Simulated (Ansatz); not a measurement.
Molecule: NH, charge 0, multiplicity 3. SMILES: [NH]
Geometry from a B3LYP-D3(BJ)/def2-TZVP (Ansatz, a program for electronic structure) optimisation:
```xyz
2

N      0.0000     0.0000    -0.1302
H      0.0000     0.0000     0.9116
```
Charge 0, spin multiplicity 3.

Atomisation energy built up term by term with Ansatz (kcal/mol; UHF references for open shells; valence terms freeze the core; atomic spin-orbit terms are left out). CBS(X,Y): correlation extrapolated as X^-3; Hartree-Fock from the larger set (for Q and 5 zeta extrapolated as (X+1)exp(-9√X)).

```tsv
term	basis	kcal/mol
Hartree-Fock	CBS(cc-pVQZ,cc-pV5Z)	51.22
CCSD correlation	CBS(cc-pVQZ,cc-pV5Z)	30.51
(T)	CBS(cc-pVQZ,cc-pV5Z)	1.14
CCSDT - CCSD(T)	cc-pVDZ	0.10
(Q)	cc-pVDZ	0.05
core correlation	cc-pwCVTZ	0.15
scalar relativity (X2C)	cc-pVTZ-DK against cc-pVTZ	-0.07
sum: De		83.1
```

(T) makes 1.4 % of the CCSD(T) atomisation energy; under 5 % is typical of single-reference molecules.
